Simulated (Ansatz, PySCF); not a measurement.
This Ansatz (an electronic-structure program) input computes a PBE0/def2-TZVPD energy:

Ansatz 0.2 input:
```yaml
crystal:
  periodic: [false, false, false]
  atoms:
    - {symbol: Na, position_ang: [-0.00000000, -0.00000000, -1.70764300]}
    - {symbol: Cl, position_ang: [0.00000000, 0.00000000, 1.10494547]}
basis:
  gaussian:
    orbitals: def2-TZVPD
hamiltonian:
  xc: {name: PBE0}
total_charge: 1
magnetization: {spin_polarized: true, initial_magnetization: 1}
output: {forces: true}
```

### Question
Write an input for the same energy in PySCF and say what it gives.

### Answer

```python
from pyscf import gto, scf, dft

mol = gto.M(
    atom='''
    Na   -0.00000000   -0.00000000   -1.70764300
    Cl    0.00000000    0.00000000    1.10494547
    ''',
    basis='def2-tzvpd',
    charge=1,
    spin=1,
    symmetry='C2v',
    verbose=4,
)

mf = dft.UKS(mol, xc='pbe0').density_fit(auxbasis='def2-universal-jkfit')
mf.grids.level = 3
mf.conv_tol = 1e-9
mf.max_cycle = 100
mf.max_memory = 1500
mf.kernel()
if not mf.converged:
    mf = mf.newton()
    mf.kernel(mf.make_rdm1())
mf.analyze()
```
It gives -621.99131 Eh, and Ansatz -621.99128 Eh, a difference of 0.03 mEh, from the treatment of integrals and grids.
